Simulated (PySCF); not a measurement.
Species: C5H7S (charge -1).
Atom-mapped SMILES: `[CH2:1]=[C:2]([CH3:3])/[CH:4]=[CH:5]\[S-:6]` (hydrogens: H7, H8 on C1; H9, H10, H11 on C3; H12 on C4; H13 on C5)

Theory: PBE0-D3(BJ)/def2-SVP geometry optimisation, gas phase (PySCF 2.14.0).

Q: What internal coordinates does the optimisation give?

A: 
```tsv
bond	length (Å)
C1=C2	1.361
C2–C3	1.503
C2–C4	1.447
C4=C5	1.380
C5–S6	1.707
C1–H7	1.095
C1–H8	1.094
C3–H9, C3–H10, C3–H11	1.102
C4–H12	1.099
C5–H13	1.107
```

Bonds in one row agree within 0.01 Å and their mean is given. A selection of angles:
```tsv
angle	degrees
C2–C1–H7	121.2
C2–C1–H8	121.3
H7–C1–H8	117.4
C1–C2–C3	119.2
C1–C2–C4	121.5
C3–C2–C4	119.3
C2–C3–H9	110.8
H9–C3–H10	103.4
H9–C3–H11	110.3
C2–C4–C5	130.7
C2–C4–H12	113.9
C5–C4–H12	115.4
C4–C5–S6	133.7
C4–C5–H13	111.7
S6–C5–H13	114.6
```

Torsions: C1–C2–C4–C5 180° (antiperiplanar); C2–C4–C5–S6 0° (synperiplanar).

C5 (alkene CH carbon) is planar (angles 133.7°, 114.6° and 111.7°, sum 360.0°, 0.00 Å off the plane of its three neighbours). The 4 C–C bonds span 1.361 Å (C1=C2, drawn double) to 1.503 Å (C2–C3, drawn single), a spread of 0.142 Å. C2 (fully substituted alkene carbon) is planar (angles 121.5°, 119.3° and 119.2°, sum 360.0°, 0.00 Å off the plane of its three neighbours). C1 (terminal =CH2 carbon) is planar (angles 121.3°, 121.2° and 117.4°, sum 360.0°, 0.00 Å off the plane of its three neighbours). C4 (carbon bonded to 2 C and H) is planar (angles 130.7°, 115.4° and 113.9°, sum 360.0°, 0.00 Å off the plane of its three neighbours). Of the pairs four or more bonds apart, C3···S6 is among the closest relative to their van der Waals radii: 3.25 Å, 93 % of the sum of Bondi's values. The 6 heavy atoms lie in one plane (0.001 Å rms).

Point group: Cs (tolerance 0.08 Å). No PBE0-D3(BJ)/def2-SVP frequencies stand behind this structure, so it isn't proved a minimum. The geometry's basis has no diffuse functions, a weakness for an anion.

One conformer stands for the species.
